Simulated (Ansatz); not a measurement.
Worked example: vertical ionisation energy of BH2SF (SMILES FBS)

BH2SF: 5 atoms, total charge 0, spin state singlet. SMILES: `FBS`. Geometry: relaxed at PBE0-D4/def2-TZVP. This is one conformer, not always the lowest.

Both states at this one shape; open shells run unrestricted unless said. 1 Eh = 27.2114 eV.

```
                                  level  program  singlet BH2SF (Eh)  doublet BH2SF+ (Eh)
                           HSE06/STO-3G   Ansatz         -517.738542          -517.438613
CCSDT(Q)/STO-3G, 7 core orbitals frozen   Ansatz         -516.939426          -516.685777
```

**Question.** Work out the vertical ionisation energy at each level.

**Answer.** 
1. HSE06/STO-3G: -517.438613 − (-517.738542) = 0.299929 Eh = 8.16 eV.
2. CCSDT(Q)/STO-3G: -516.685777 − (-516.939426) = 0.253649 Eh = 6.90 eV.

No measured value is set beside it here; the levels span 6.90 to 8.16 eV. Minimal sets are far from the basis-set limit.
